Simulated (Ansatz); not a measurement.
# C₃H₈N₂: basis-set convergence

An exercise on one series of results from a longer session: the logs are not shown, and one member is left open.

Program: Ansatz 0.2.0, Gaussian basis. Level of theory: one geometry, several basis sets. These are calculated values, not measurements.

The runs, in order: PBE0-D4/def2-SVP; ωB97M-V/def2-SVP; PBE0-D4/def2-QZVPP; ωB97M-V/def2-QZVPP; the functionals' def2-TZVPP values are taken from earlier runs.

### The relaxed structure

All runs share one geometry, relaxed beforehand with PBE0-D4 in a triple-zeta def2 set.

SMILES `NC1(N)CC1`, 13 atoms, charge 0, spin multiplicity 1.

Atoms are counted from 1 here; the program's logs count them from 0.

Bond lengths: N1–C2 1.442 Å, N1–H6 1.012 Å, N1–H7 1.014 Å, C2–N3 1.429 Å, C2–C4 1.501 Å, C2–C5 1.490 Å, N3–H8 1.014 Å, N3–H9 1.014 Å, C4–C5 1.510 Å, C4–H10 1.083 Å, C4–H11 1.083 Å, C5–H12 1.082 Å, C5–H13 1.084 Å. Angles: C2–N1–H6 111.5°, C2–N1–H7 110.9°, H6–N1–H7 107.6°, N1–C2–N3 115.3°, N1–C2–C4 121.5°, N1–C2–C5 117.3°, N3–C2–C4 115.0°, N3–C2–C5 116.2°, C4–C2–C5 60.6°, C2–N3–H8 110.5°, C2–N3–H9 109.2°, H8–N3–H9 107.3°, C2–C4–C5 59.3°, C2–C4–H10 117.5°, C2–C4–H11 118.1°, C5–C4–H10 117.5°, C5–C4–H11 117.5°, H10–C4–H11 115.5° and more.

The first run:

in.yaml

```yaml
crystal:
  periodic: [false, false, false]
  atoms:
    - {symbol: N, position_ang: [-1.162473, 0.898208, 0.508862]}
    - {symbol: C, position_ang: [-0.129294, -0.063953, 0.217013]}
    - {symbol: N, position_ang: [-0.131717, -1.232271, 1.040423]}
    - {symbol: C, position_ang: [0.372899, -0.275150, -1.181328]}
    - {symbol: C, position_ang: [1.209198, 0.466709, -0.166547]}
    - {symbol: H, position_ang: [-0.942806, 1.807369, 0.123605]}
    - {symbol: H, position_ang: [-2.051046, 0.606211, 0.116866]}
    - {symbol: H, position_ang: [-0.931852, -1.816258, 0.825871]}
    - {symbol: H, position_ang: [-0.213013, -0.955536, 2.012497]}
    - {symbol: H, position_ang: [-0.088067, 0.306123, -1.970837]}
    - {symbol: H, position_ang: [0.693953, -1.270153, -1.462415]}
    - {symbol: H, position_ang: [2.072179, -0.043956, 0.239015]}
    - {symbol: H, position_ang: [1.322438, 1.537957, -0.288228]}
basis:
  gaussian: {orbitals: def2-SVP}
hamiltonian: {xc: pbe0, dispersion: d4}
output: {orbitals: {seedname: orbitals}}
```

Command:

```console
ansatz run in.yaml --threads 4 --pin off --events-out ev --progress --plain --max-ram 10444MiB
```

Steps of the session up to this table: PBE0-D4 in def2-SVP; ωB97M-V in def2-SVP; PBE0-D4 in def2-QZVPP; ωB97M-V in def2-QZVPP.

One of the session's tables, all rows but one given; the rest of the session is left out.

It belongs to the step «Density functionals: the series». 

```
functional       basis  HOMO (eV)  LUMO (eV)
   PBE0-D4    def2-SVP      -6.34       1.78
   PBE0-D4  def2-TZVPP          ?          ?
   PBE0-D4  def2-QZVPP      -6.63       0.57
   ωB97M-V    def2-SVP      -8.70       3.40
   ωB97M-V  def2-TZVPP      -8.94       2.40
   ωB97M-V  def2-QZVPP      -8.99       1.69
```

**Question.** Estimate the row for PBE0-D4, def2-TZVPP.

The run gave: HOMO (eV): -6.57; LUMO (eV): 1.02. In the column «HOMO (eV)» it lies between PBE0-D4, def2-QZVPP (-6.63) and PBE0-D4, def2-SVP (-6.34).
